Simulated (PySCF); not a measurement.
SO⁺: from constants to spectrum

UHF-CCSD(T) constants of SO⁺, ²Π (doublet), unpaired electrons π ↑ (S 6-31G(d,p), O 6-31G(d,p); no relativity (PySCF 2.14); masses 31.9721 and 15.9949 u):

| Item | Value |
| --- | --- |
| ωe | 1259.0 cm⁻¹ |
| ωexe | 7.4 cm⁻¹ |
| Be | 0.73964 cm⁻¹ |
| αe | 0.00553 cm⁻¹ |
| De to S⁺ + O | 4.19 eV |

What force constant and bond length do these constants imply?

Reduced mass μred = 10.661 u; k = 5.8918×10⁻⁷·μred·ωe² (u, cm⁻¹, mdyn/Å) = 9.96 mdyn/Å; Re = √(16.8576/(μred·Be)) (u, cm⁻¹, Å) = 1.462 Å.

Estimate the centrifugal constant D from the Kratzer relation and find the Dunham coefficient a1.

D = 4Be³/ωe² = 1.02e-06 cm⁻¹; a1 = −1 − αeωe/(6Be²) = -3.12.

Correlated steps freeze 6 core orbitals. Correlated levels converge slowly with the basis: in double zeta they bind strong bonds too weakly, by up to about 1 eV, and carry superposition errors of some tenths. For an ion De counts to the pair picked by the measured ionisation energies or electron affinities, which need not be the lowest pair at this level. The state is the lowest determinant that a PBE0 search found; another state may lie lower at other levels.
